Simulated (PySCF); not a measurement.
**AlF2 (SMILES [F][Al][F]): UB3LYP/STO-6G**

Aim: the vertical doublet–quartet gap of AlF2 at UB3LYP/STO-6G, from 2 runs. The job is set up through a Python script.

The results are computed with PySCF 2.14.0.

16 further runs of the same task are left out: 2 that didn't finish, 14 set aside as unsound or not needed.

## Step 1: The molecule

The species is AlF2 (3 atoms), meant as a doublet with charge 0. As SMILES, `[F][Al][F]`. The coordinates come from a PBE0-D4/def2-TZVP relaxation.

Bond lengths: F1–Al2 1.647 Å, Al2–F3 1.647 Å. Angles: F1–Al2–F3 119.7°.

## Step 2: The energy at UB3LYP/STO-6G

The input, mol.xyz:

```xyz
3
AlF2
F      0.533000    -1.361200     0.136400
Al     0.388700     0.275400     0.245200
F     -0.932500     1.021000    -0.394800
```

The input, calc.py:

```python
from pyscf import gto, dft

system = gto.M(
    atom='mol.xyz',
    verbose=3,
    charge=0,
    max_memory=1860,
    basis='sto-6g',
    spin=1,
)

mf = dft.UKS(system)
mf.xc = 'b3lyp'
mf.grids.level = 5
mf.conv_tol = 1e-10
mf.kernel()
if not mf.converged:
    mf = mf.newton().run(mf.mo_coeff, mf.mo_occ)

energy = mf.e_tot
print('E(%s) = %.9f' % ('B3LYP', energy))
```

Launch:

```bash
$ OMP_NUM_THREADS=1 python calc.py
```

Log:

```text
converged SCF energy = -440.120753256364  <S^2> = 0.75239025  2S+1 = 2.0023888
E(B3LYP) = -440.120753256
```

It took 4.8 s on 1 thread of Arm Neoverse V1, shared host; peak memory 0.2 GiB.

## Step 3: The quartet, same level

The input, start.xyz:

```xyz
3
AlF2
F      0.533000    -1.361200     0.136400
Al     0.388700     0.275400     0.245200
F     -0.932500     1.021000    -0.394800
```

The input, job.py:

```python
from pyscf import gto, dft

mol = gto.Mole()
mol.atom = 'start.xyz'
mol.verbose = 3
mol.basis = 'sto-6g'
mol.max_memory = 1860
mol.spin = 3
mol.build()

mf = dft.UKS(mol, xc='b3lyp')
mf.conv_tol = 1e-10
mf.grids.level = 5
mf.kernel()
if not mf.converged:
    mf = mf.newton().run(mf.mo_coeff, mf.mo_occ)

etot = mf.e_tot
print('E(%s) = %.9f' % ('B3LYP', etot))
```

Launch:

```bash
$ OMP_NUM_THREADS=1 python job.py
```

Log:

```text
WARN: HOMO 0.0614463521995744 >= LUMO -0.520417694687398

WARN: HOMO 0.132525261488456 >= LUMO -0.0759966098527242

WARN: HOMO 0.149571327220257 >= LUMO -0.121008822848645

WARN: HOMO 0.14912525651278 >= LUMO -0.120708823611567

WARN: HOMO 0.14911232962628 >= LUMO -0.120682155652936

WARN: HOMO 0.149077025546326 >= LUMO -0.120377426069186

WARN: HOMO 0.149063103127661 >= LUMO -0.120356816853235

WARN: HOMO 0.14906674374791 >= LUMO -0.120343747174287

WARN: HOMO 0.149067117050602 >= LUMO -0.120344799181648

WARN: HOMO 0.149067353484418 >= LUMO -0.120344655161565

WARN: HOMO 0.149067342253751 >= LUMO -0.120344636781619

WARN: HOMO 0.14906737176756 >= LUMO -0.120344699942562

converged SCF energy = -439.820207365942  <S^2> = 3.7525674  2S+1 = 4.0012835
E(B3LYP) = -439.820207366
```

Wall time 5.1 s (1 thread of Arm Neoverse V1, shared host); peak memory 0.2 GiB.

## Step 4: Outcome

At UB3LYP/STO-6G:

| quantity | value |
| --- | --- |
| doublet: total energy | -440.12075 Eh |
| doublet: dipole moment | 1.30 D |
| doublet: HOMO energy (highest over α and β) | -0.94 eV |
| doublet: LUMO energy (lowest over α and β) | 2.39 eV |
| doublet: ⟨S²⟩ | 0.752 |
| quartet: total energy | -439.82021 Eh |
| quartet: dipole moment | 0.13 D |
| quartet: ⟨S²⟩ | 3.753 |
| vertical energy of the quartet above the doublet | 8.178 eV |

At this shape the quartet lies 8.18 eV (189 kcal/mol) above the doublet. In a minimal basis such a difference can be off by several eV, whatever the method. Mulliken charges (doublet) run from -0.29 on F1 to +0.58 on Al2.
